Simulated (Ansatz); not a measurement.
# SiNO (quartet): the correlation ladder at a displaced geometry (v2), cc-pVDZ

The task here is to estimate one member of a computed series from the others.

Computed with Ansatz 0.2.0, Gaussian basis. Level: cc-pVDZ, core rule «outside noble gas», up to 7 orbitals frozen.

Plan: UHF; CCSD(T) on ROHF; CCSD(T) on UHF; BCCD(T) on ROHF; CISD as a restricted active space (open shells left free, so some higher excitations enter); CCSDT(Q) on ROHF; CCSDT(Q) on UHF.

35 further runs of the same task are left out: 11 for a known fault of the program, 10 that didn't finish, 14 set aside as unsound or not needed. Runs told in other sessions of the task aren't counted.

**The geometry**

The geometry is a PBE0/def2-TZVP stationary point (not a proven minimum) with its atoms shifted at random (size 0.100 Å).

3 atoms, charge 0, spin multiplicity 4.

Atoms are counted from 1 here; the program's logs count them from 0.

Bond lengths: N1–O2 1.295 Å, O2–Si3 1.730 Å. Angles: N1–O2–Si3 125.8°.

The first run:

in.yaml reads:

```yaml
crystal:
  periodic: [false, false, false]
  atoms:
    - {symbol: N, position_ang: [0.088077, -0.285432, 1.592412]}
    - {symbol: O, position_ang: [-0.076797, 0.445138, 0.536537]}
    - {symbol: Si, position_ang: [-0.000177, -0.111231, -1.099810]}
basis:
  gaussian: {orbitals: cc-pVDZ}
magnetization: {spin_polarized: true, initial_magnetization: 3}
hamiltonian: {xc: hf}
output: {orbitals: {seedname: orbitals}}
```

Run with:

```
$ ansatz run in.yaml --threads 1 --pin off --events-out ev --progress --plain --max-ram 2393MiB
```

Among the steps run: UHF; CCSD(T) on ROHF; CCSD(T) on UHF; BCCD(T) on ROHF; CISD as a restricted active space (open shells left free, so some higher excitations enter); CCSDT(Q) on ROHF; CCSDT(Q) on UHF.

One table of the session follows, with a row left open; its other results are not shown here.

| method | from UCCSDT(Q) (meV) |
| --- | --- |
| ROHF | +10941.7 |
| UHF | +10553.6 |
| RMP2 | +1191.0 |
| UMP2 | +1238.6 |
| CISD | ? |
| RCCSD | +388.8 |
| UCCSD | +380.7 |
| RCCSD(T) | +67.7 |
| UCCSD(T) | +68.2 |
| BCCD(T) | +62.1 |
| RCCSDT | +35.6 |
| UCCSDT | +34.1 |
| RCCSDT(Q) | +7.5 |
| UCCSDT(Q) | 0 |

**Question.** Estimate the row for CISD.

The run gave: from UCCSDT(Q) (meV): +1434.8. In the column «from UCCSDT(Q) (meV)» it lies between UMP2 (+1238.6) and UHF (+10553.6).

Caveats from the session: Restricted and unrestricted rows rest on different reference determinants; a gap between their highest levels can come from leftover correlation error, from unlike frozen cores or from another state.
